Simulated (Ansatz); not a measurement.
The inner images of a band of CH5B + FH (9 atoms, charge 0, multiplicity 1) are given out of order.

The calculation used Ansatz 0.2.0, RKS B3LYP-D4/cc-pVDZ.

Initial state:

```xyz
9
Properties=species:S:1:pos:R:3
B 0.081 -0.121 0.041
H 0.133 -0.436 1.217
C 1.397 -0.057 -0.801
H 1.590 -1.100 -1.132
H 1.309 0.543 -1.721
H 2.290 0.260 -0.240
H -1.001 -0.166 -0.492
F -0.100 1.924 0.735
H -0.110 1.555 1.592
```

Final state:

```xyz
9
Properties=species:S:1:pos:R:3
B 0.000 0.659 -0.579
H 0.092 -0.387 2.370
C 1.396 0.062 -0.929
H 1.461 -1.009 -0.675
H 1.519 0.114 -2.029
H 2.238 0.607 -0.473
H -1.048 0.085 -0.766
F -0.092 1.900 -0.072
H 0.022 0.370 2.351
```

Put them in order from the first end to the last, with their energies above the first end.
A.
```xyz
9
Properties=species:S:1:pos:R:3
B -0.024 0.632 -0.524
H 0.150 -0.342 2.159
C 1.378 0.046 -0.871
H 1.437 -1.043 -0.720
H 1.544 0.216 -1.955
H 2.204 0.544 -0.338
H -1.065 0.030 -0.653
F -0.127 1.903 -0.098
H 0.092 0.416 2.200
```
B.
```xyz
9
Properties=species:S:1:pos:R:3
B 0.056 -0.013 0.034
H 0.124 -0.296 1.236
C 1.383 -0.022 -0.784
H 1.579 -1.092 -1.005
H 1.317 0.492 -1.756
H 2.261 0.352 -0.234
H -1.037 -0.113 -0.456
F -0.087 1.888 0.752
H -0.009 1.205 1.413
```
C.
```xyz
9
Properties=species:S:1:pos:R:3
B -0.026 0.596 -0.434
H 0.155 -0.294 1.940
C 1.375 0.038 -0.833
H 1.444 -1.060 -0.782
H 1.532 0.316 -1.895
H 2.202 0.491 -0.263
H -1.056 -0.033 -0.491
F -0.139 1.888 -0.071
H 0.103 0.460 2.028
```
D.
```xyz
9
Properties=species:S:1:pos:R:3
B 0.040 0.216 0.024
H 0.129 -0.163 1.310
C 1.380 -0.001 -0.759
H 1.530 -1.077 -0.959
H 1.331 0.496 -1.744
H 2.271 0.372 -0.231
H -1.044 -0.103 -0.385
F -0.078 1.787 0.612
H 0.030 0.875 1.331
```
E.
```xyz
9
Properties=species:S:1:pos:R:3
B 0.023 0.403 -0.043
H 0.129 -0.154 1.399
C 1.376 0.003 -0.743
H 1.512 -1.075 -0.939
H 1.339 0.490 -1.739
H 2.274 0.381 -0.230
H -1.031 -0.105 -0.358
F -0.086 1.800 0.411
H 0.054 0.660 1.441
```
F.
```xyz
9
Properties=species:S:1:pos:R:3
B 0.005 0.514 -0.182
H 0.134 -0.210 1.539
C 1.377 0.019 -0.751
H 1.482 -1.070 -0.890
H 1.389 0.463 -1.767
H 2.264 0.406 -0.225
H -1.027 -0.094 -0.354
F -0.106 1.829 0.208
H 0.070 0.546 1.622
```
G.
```xyz
9
Properties=species:S:1:pos:R:3
B -0.014 0.561 -0.320
H 0.147 -0.251 1.725
C 1.377 0.032 -0.789
H 1.460 -1.066 -0.831
H 1.471 0.398 -1.831
H 2.232 0.449 -0.231
H -1.037 -0.078 -0.391
F -0.135 1.859 0.039
H 0.088 0.499 1.827
```

B (+1.6 kcal/mol), D (+10.2 kcal/mol), E (-4.9 kcal/mol), F (-20.5 kcal/mol), G (-27.2 kcal/mol), C (-29.7 kcal/mol), A (-30.4 kcal/mol).

The run took 2 min on 1 thread of Intel(R) Xeon(R) 6975P-C (Granite Rapids), with other jobs on the host, peak memory 0.14 GiB.
